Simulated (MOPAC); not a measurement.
MOPAC input (PM6):

```
PM6 FORCE THERMO(298,298) PRECISE LET CHARGE=1 GEO-OK AUX(PRECISION=9) THREADS=1
C2H5O2

C    -0.02633787 1    0.01981080 1    0.00019004 1
O     0.05940978 1    1.29722524 1   -0.32497539 1
O    -1.23299863 1   -0.36055317 1    0.32275734 1
H    -1.95769370 1    0.38415845 1    0.28131649 1
C     1.05055937 1   -0.95819641 1    0.03087614 1
H     1.87049230 1   -0.70504444 1    0.74444607 1
H     0.71210866 1   -1.98054854 1    0.34150550 1
H     1.54715929 1   -1.11472180 1   -0.95623433 1
H     0.98711061 1    1.65025384 1   -0.58751557 1
```

From the last part of the output:

```
     H    9   0.013314   0.043132   3.424457

          HEAT OF FORMATION =      80.743419 KCALS/MOLE

          ZERO POINT ENERGY      38.879 KCAL/MOL

           NORMAL COORDINATE ANALYSIS (Total motion = 1 Angstrom)

   Root No.       1         2         3         4         5         6         7         8

                 1 A"      1 A'      2 A'      2 A"      3 A"      4 A"      3 A'      4 A'

                  46.7     366.0     469.6     482.1     565.7     654.1     971.7     979.4

           1    0.0000   -0.0505   -0.0377    0.0000   -0.0000    0.0000    0.0030   -0.0043
           2    0.0000    0.0353   -0.0551    0.0000   -0.0000    0.0000   -0.0227   -0.0098
           3    0.0026   -0.0000    0.0000    0.1070   -0.0734    0.0544    0.0000    0.0000
           4    0.0000   -0.0486   -0.0348   -0.0000   -0.0000   -0.0000   -0.0819   -0.0428
           5    0.0000   -0.0411    0.0825   -0.0000    0.0000   -0.0000   -0.0128   -0.0114
           6    0.0212    0.0000   -0.0000   -0.0489   -0.0270   -0.0308   -0.0000    0.0000
           7   -0.0000    0.0227    0.0841    0.0000   -0.0000   -0.0000    0.0021    0.0237
           8   -0.0000    0.0678    0.0061    0.0000    0.0000   -0.0000   -0.0117   -0.0514
           9   -0.0243   -0.0000   -0.0000   -0.0103    0.0337   -0.0675   -0.0000    0.0000
          10   -0.0000    0.0994    0.2228    0.0000   -0.0000    0.0000    0.0598   -0.0427
          11   -0.0000    0.0104   -0.0989   -0.0000    0.0000    0.0000   -0.0553   -0.0050
          12   -0.0320    0.0000   -0.0000   -0.1697    0.0735    0.7226   -0.0000    0.0000
          13    0.0000    0.0582   -0.0463   -0.0000    0.0000   -0.0000    0.0999   -0.0049
          14   -0.0000   -0.0444   -0.0555    0.0000   -0.0000    0.0000    0.0291    0.0790
          15    0.0033   -0.0000    0.0000   -0.0088   -0.0001    0.0140    0.0000   -0.0000
          16    0.1985    0.1501   -0.0460   -0.1045    0.0504   -0.0181   -0.1161    0.1868
          17   -0.1667   -0.0301   -0.0620   -0.1136    0.0520   -0.0288   -0.0180    0.1119
          18   -0.1522    0.0009   -0.0033   -0.0865    0.0314   -0.0069   -0.0078    0.0111
          19    0.0000    0.0242   -0.0441   -0.0000    0.0000   -0.0000    0.1497   -0.0501
          20    0.0000   -0.1976   -0.0473    0.0000   -0.0000    0.0000    0.3334   -0.1528
          21    0.2790   -0.0000    0.0000   -0.0941    0.0433   -0.0027    0.0000   -0.0000
          22   -0.1985    0.1501   -0.0460    0.1045   -0.0503    0.0181   -0.1161    0.1868
          23    0.1667   -0.0301   -0.0620    0.1136   -0.0520    0.0288   -0.0180    0.1119
          24   -0.1522   -0.0009    0.0033   -0.0865    0.0314   -0.0069    0.0078   -0.0112
          25    0.0000   -0.1046    0.1308    0.0000    0.0000    0.0000    0.0629    0.1322
          26    0.0000   -0.0681    0.1820    0.0000    0.0000    0.0000    0.0722    0.1058
          27    0.0364    0.0000   -0.0000    0.2073    0.5911    0.0385   -0.0000   -0.0000

   Root No.       9        10        11        12        13        14        15        16

                 5 A"      5 A'      6 A'      6 A"      7 A'      8 A'      9 A'     10 A'

                1025.6    1108.1    1124.5    1148.4    1155.7    1253.1    1482.6    1543.7

           1    0.0000    0.0231   -0.0134   -0.0000    0.0022    0.0049    0.2086    0.0620
           2    0.0000    0.0039   -0.0123    0.0000   -0.0168    0.0036   -0.0686    0.1879
           3    0.0781   -0.0000    0.0000    0.0029    0.0000   -0.0000   -0.0000   -0.0000
           4   -0.0000   -0.0080    0.0219    0.0000    0.0198   -0.0010   -0.0920   -0.0360
           5    0.0000   -0.0353   -0.0027   -0.0000   -0.0221    0.0004    0.0232   -0.0156
           6   -0.0098   -0.0000   -0.0000    0.0004    0.0000    0.0000    0.0000   -0.0000
           7   -0.0000   -0.0029   -0.0318    0.0000   -0.0456   -0.0061   -0.0302    0.0023
           8   -0.0000    0.0395    0.0051    0.0000    0.0292    0.0025    0.0524   -0.0759
           9   -0.0065   -0.0000   -0.0000   -0.0010    0.0000   -0.0000    0.0000    0.0000
          10   -0.0000   -0.1713    0.2014    0.0000    0.1988    0.0431    0.0706    0.2277
          11   -0.0000    0.1478   -0.1541   -0.0000   -0.1395   -0.0255   -0.0515   -0.1541
          12   -0.0364   -0.0000   -0.0000    0.0008    0.0000   -0.0000    0.0000   -0.0000
          13    0.0000   -0.0244   -0.0135   -0.0000    0.0115   -0.0379   -0.0390   -0.0305
          14   -0.0000   -0.0235    0.0427    0.0000    0.0006   -0.0541   -0.0021   -0.0478
          15   -0.0781    0.0000    0.0000   -0.0465   -0.0000    0.0000   -0.0000    0.0000
          16    0.2264    0.0275    0.1321   -0.2425   -0.0619    0.2058    0.0445   -0.0718
          17    0.2439   -0.0997   -0.1640    0.0451    0.1185    0.1355   -0.0119   -0.0520
          18    0.0991   -0.0658   -0.1616    0.0401    0.0979    0.0969   -0.0250   -0.0381
          19    0.0000    0.0017    0.0059    0.0000   -0.0192    0.0621   -0.0487   -0.0027
          20   -0.0000    0.0475    0.0882    0.0000   -0.1017    0.3195   -0.1561   -0.0445
          21    0.0757    0.0000   -0.0000    0.4470   -0.0000   -0.0000    0.0000    0.0000
          22   -0.2263    0.0275    0.1321    0.2424   -0.0619    0.2058    0.0445   -0.0718
          23   -0.2439   -0.0997   -0.1640   -0.0451    0.1185    0.1355   -0.0119   -0.0520
          24    0.0991    0.0658    0.1616    0.0401   -0.0979   -0.0969    0.0250    0.0381
          25    0.0000    0.3037    0.0063   -0.0000    0.1920   -0.0115   -0.1929    0.0800
          26    0.0000    0.1699   -0.0076   -0.0000    0.0851   -0.0098   -0.1258    0.0862
          27    0.0212   -0.0000    0.0000    0.0016   -0.0000    0.0000    0.0000   -0.0000

   Root No.      17        18        19        20        21

                11 A'     12 A'     13 A'      7 A"     14 A'

                2429.4    2456.9    2598.8    2601.6    2732.9

           1    0.0094   -0.0044   -0.0017   -0.0000   -0.0053
           2   -0.0131   -0.0079    0.0014   -0.0000   -0.0072
           3    0.0000    0.0000    0.0000   -0.0020    0.0000
           4    0.0158   -0.0090   -0.0007   -0.0000    0.0021
           5   -0.0277    0.0141    0.0013   -0.0000   -0.0008
           6    0.0000   -0.0000   -0.0000   -0.0002   -0.0000
           7   -0.0121   -0.0188   -0.0002    0.0000    0.0006
           8   -0.0094   -0.0255   -0.0008    0.0000    0.0021
           9    0.0000    0.0000   -0.0000   -0.0002    0.0000
          10    0.1640    0.3231    0.0031    0.0000   -0.0125
          11    0.2462    0.4921    0.0049   -0.0000   -0.0125
          12   -0.0000   -0.0000   -0.0000    0.0002    0.0000
          13   -0.0011    0.0009   -0.0376   -0.0000   -0.0150
          14    0.0025    0.0003    0.0293    0.0000   -0.0193
          15   -0.0000   -0.0000    0.0000   -0.0554   -0.0000
          16    0.0012   -0.0011    0.0091    0.0492   -0.0356
          17   -0.0083    0.0147   -0.1315   -0.2883    0.1807
          18    0.0184   -0.0236    0.1876    0.3540   -0.2449
          19    0.0058    0.0035    0.4493   -0.0000    0.2976
          20   -0.0037   -0.0030   -0.0955    0.0000   -0.0743
          21   -0.0000   -0.0000    0.0000   -0.0206    0.0000
          22    0.0012   -0.0011    0.0091   -0.0492   -0.0356
          23   -0.0083    0.0147   -0.1315    0.2883    0.1808
          24   -0.0184    0.0236   -0.1876    0.3540    0.2448
          25   -0.3306    0.1587    0.0126   -0.0000   -0.0143
          26    0.4894   -0.2458   -0.0205   -0.0000    0.0202
          27   -0.0000    0.0000   -0.0000    0.0031   -0.0000

           MASS-WEIGHTED COORDINATE ANALYSIS (NORMAL COORDINATES)

   Root No.       1         2         3         4         5         6         7         8

                 1 A"      1 A'      2 A'      2 A"      3 A"      4 A"      3 A'      4 A'

                  46.7     366.0     469.6     482.1     565.7     654.1     971.7     979.4

           1    0.0000   -0.2877   -0.1875    0.0000   -0.0000    0.0000    0.0160   -0.0268
           2    0.0000    0.2013   -0.2742    0.0000   -0.0000    0.0000   -0.1204   -0.0609
           3    0.0172   -0.0000    0.0000    0.6526   -0.3726    0.2328    0.0000    0.0000
           4    0.0000   -0.3198   -0.1999   -0.0000   -0.0000   -0.0000   -0.5011   -0.3067
           5    0.0000   -0.2705    0.4738   -0.0000    0.0000   -0.0000   -0.0786   -0.0818
           6    0.1600    0.0000   -0.0000   -0.3443   -0.1580   -0.1521   -0.0000    0.0001
           7   -0.0000    0.1496    0.4831    0.0000   -0.0000   -0.0000    0.0126    0.1698
           8   -0.0000    0.4463    0.0350    0.0000    0.0000   -0.0000   -0.0718   -0.3678
           9   -0.1838   -0.0000   -0.0000   -0.0727    0.1971   -0.3332   -0.0000    0.0000
          10   -0.0000    0.1641    0.3211    0.0000   -0.0000    0.0000    0.0919   -0.0768
          11   -0.0000    0.0172   -0.1425   -0.0000    0.0000    0.0000   -0.0850   -0.0090
          12   -0.0607    0.0000   -0.0000   -0.2999    0.1081    0.8956   -0.0000    0.0000
          13    0.0000    0.3315   -0.2302   -0.0000    0.0000   -0.0000    0.5300   -0.0302
          14   -0.0000   -0.2533   -0.2763    0.0000   -0.0000    0.0000    0.1541    0.4904
          15    0.0219   -0.0000    0.0000   -0.0538   -0.0006    0.0601    0.0001   -0.0001
          16    0.3768    0.2479   -0.0663   -0.1847    0.0740   -0.0224   -0.1784    0.3358
          17   -0.3164   -0.0498   -0.0894   -0.2008    0.0764   -0.0357   -0.0277    0.2011
          18   -0.2888    0.0015   -0.0047   -0.1528    0.0462   -0.0085   -0.0119    0.0200
          19    0.0000    0.0400   -0.0636   -0.0000    0.0000   -0.0000    0.2299   -0.0901
          20    0.0000   -0.3263   -0.0682    0.0000   -0.0000    0.0000    0.5122   -0.2747
          21    0.5295   -0.0000    0.0000   -0.1663    0.0636   -0.0034    0.0000   -0.0000
          22   -0.3768    0.2479   -0.0663    0.1846   -0.0740    0.0224   -0.1784    0.3358
          23    0.3164   -0.0498   -0.0894    0.2008   -0.0764    0.0357   -0.0277    0.2011
          24   -0.2889   -0.0015    0.0047   -0.1528    0.0462   -0.0085    0.0120   -0.0201
          25    0.0000   -0.1727    0.1885    0.0000    0.0000    0.0000    0.0967    0.2376
          26    0.0000   -0.1124    0.2623    0.0000    0.0000    0.0000    0.1110    0.1901
          27    0.0691    0.0000   -0.0000    0.3663    0.8687    0.0477   -0.0000   -0.0000

   Root No.       9        10        11        12        13        14        15        16

                 5 A"      5 A'      6 A'      6 A"      7 A'      8 A'      9 A'     10 A'
```

The dipole moment of an ion depends on the origin.
